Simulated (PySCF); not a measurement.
Cartesian coordinates (Å):
```xyz
10

C     -1.2874    -0.0529     0.1193
C      0.0376    -0.4448    -0.4135
C      1.2643     0.2678     0.0115
H     -2.1062    -0.5363    -0.4170
H     -1.4367     1.0318     0.0632
H     -1.3972    -0.3188     1.1830
H      0.1335    -1.3850    -0.9446
H      2.1278     0.0022    -0.6011
H      1.1329     1.3551    -0.0374
H      1.5291     0.0416     1.0570
```
Charge 0, spin multiplicity 2.

Give the dipole moment, total energy and highest occupied spin orbital at the level PBE0-D4/def2-TZVP (PySCF 2.14.0).


* **dipole moment**: 0.21 D
* **total energy**: -118.3705 Ha
* **highest occupied spin orbital**: -5.36 eV
